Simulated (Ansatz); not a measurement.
**Calcium, fcc under LDA: testing the Gaussian smearing**

Aim: find which Gaussian smearing width is enough for energy and pressure. The geometry was relaxed under LDA beforehand and stays fixed; 7 values are run, from 0.01 to 1.0 eV. Wanted are the values from which on the energy stays within 10 and 1 meV/atom, and the pressure within 0.5 GPa, of the narrowest run. Within the series other settings stay, but some runs also write fields, which adds to their time. Spin polarisation is left out.

Program: Ansatz 0.2.0. Level of theory: DFT LDA, plane waves with PAW, scalar-relativistic. These are calculated values, not measurements.

## 1. The structure to begin with

Symmetry: Fm-3m, No. 225, cubic system. Conventional cell: a = 5.343 Å, b = 5.343 Å, c = 5.343 Å, α = 90.00°, β = 90.00°, γ = 90.00°. Ca (site symmetry m-3m) has 12 Ca at 3.78 Å as nearest neighbours.

As a file:

```xyz
1
Lattice="0.0000 2.6715 2.6715 2.6715 0.0000 2.6715 2.6715 2.6715 0.0000" Properties=species:S:1:pos:R:3 pbc="T T T"
Ca    0.0000    0.0000    0.0000
```

## 2. Width 0.01 eV

The run at 0.01 eV.

The input, input.yaml:

```yaml
crystal:
  lattice:
    - [0.0, 2.671453275, 2.671453275]
    - [2.671453275, 0.0, 2.671453275]
    - [2.671453275, 2.671453275, 0.0]
  atoms:
    - { symbol: Ca, position: [0.0, 0.0, 0.0] }
hamiltonian:
  xc: lda
  pseudopotentials:
    kind: paw
    azcp:
      Ca: "pseudopotentials/Ca.paw.azcp"
basis:
  ecutwfc: 420
  fft_grid_basis: typed
kpoints:
  mp_grid: { grid: [10, 10, 10], shift: [0, 0, 0] }
magnetization:
  spin_polarized: false
scf:
  occupations: { method: gaussian, width: 0.01 }
  lower_state_search: "off"
output:
  stress: true
  write_density: true
  write_potential: true
  elf: true
  volumetric_format: npy
```

On the command line:

```console
$ ansatz run input.yaml --threads 2 --pin off --max-ram 5120MiB --backend cpu --events-out ev --progress --plain --runs-dir out
```

## 3. Width 0.03 eV

The run at 0.03 eV.

input.yaml, as its differences from that of step 2:

```diff
@@ -21,3 +21,3 @@
 scf:
-  occupations: { method: gaussian, width: 0.01 }
+  occupations: { method: gaussian, width: 0.03 }
   lower_state_search: "off"
```

## 4. Width 0.1 eV

The run at 0.1 eV.

input.yaml, as its differences from that of step 3:

```diff
@@ -21,3 +21,3 @@
 scf:
-  occupations: { method: gaussian, width: 0.03 }
+  occupations: { method: gaussian, width: 0.1 }
   lower_state_search: "off"
@@ -25,5 +25 @@
   stress: true
-  write_density: true
-  write_potential: true
-  elf: true
-  volumetric_format: npy
```

## 5. Width 0.2 eV

The run at 0.2 eV.

input.yaml, as its differences from that of step 4:

```diff
@@ -21,3 +21,3 @@
 scf:
-  occupations: { method: gaussian, width: 0.1 }
+  occupations: { method: gaussian, width: 0.2 }
   lower_state_search: "off"
```

## 6. Width 0.3 eV

The run at 0.3 eV.

input.yaml, as its differences from that of step 5:

```diff
@@ -21,3 +21,3 @@
 scf:
-  occupations: { method: gaussian, width: 0.2 }
+  occupations: { method: gaussian, width: 0.3 }
   lower_state_search: "off"
```

## 7. Width 0.6 eV

The run at 0.6 eV.

input.yaml, as its differences from that of step 6:

```diff
@@ -21,3 +21,3 @@
 scf:
-  occupations: { method: gaussian, width: 0.3 }
+  occupations: { method: gaussian, width: 0.6 }
   lower_state_search: "off"
```

## 8. Width 1.0 eV

The run at 1.0 eV.

input.yaml, as its differences from that of step 7:

```diff
@@ -21,3 +21,3 @@
 scf:
-  occupations: { method: gaussian, width: 0.6 }
+  occupations: { method: gaussian, width: 1.0 }
   lower_state_search: "off"
```

(Steps that only read results are left out.)

Before running it: what results should come out?

**Answer**, as computed:

| quantity | value |
| --- | --- |
| E(σ → 0) stays within 10 meV/atom of 0.01 eV | up to 1.0 eV |
| E(σ → 0) stays within 1 meV/atom | up to 0.1 eV |
| pressure stays within 0.5 GPa | up to 1.0 eV |
| pressure at 0.01 eV | -0.08 GPa |
| energy of a separate run on a finer mesh (17×17×17) | -1.8 meV/atom from 0.01 eV |

In words: The far end, 1.0 eV, lies -4.9 meV/atom and +0.4 GPa from the yardstick. Over the range F shifts by -303.8 meV/atom, while E(σ → 0) shifts by -4.9. In theory F falls as the square of the width under this scheme, but here the ratio is not steady: the mesh at narrow widths, or a density of states that varies over the wide ones, can both cause that. The mesh (10×10×10) is fixed, so the narrowest widths carry a k-point error of their own. The yardstick itself is unsettled by 1.8 meV/atom against the finer mesh, so the thresholds above hold only within this series, and wider smearing, which averages over more states, can land nearer the fine-mesh value than the narrowest does. The cell taken over is 13 % smaller than the measured one (43.63 Å³/atom, COD), which weighs on all values here.
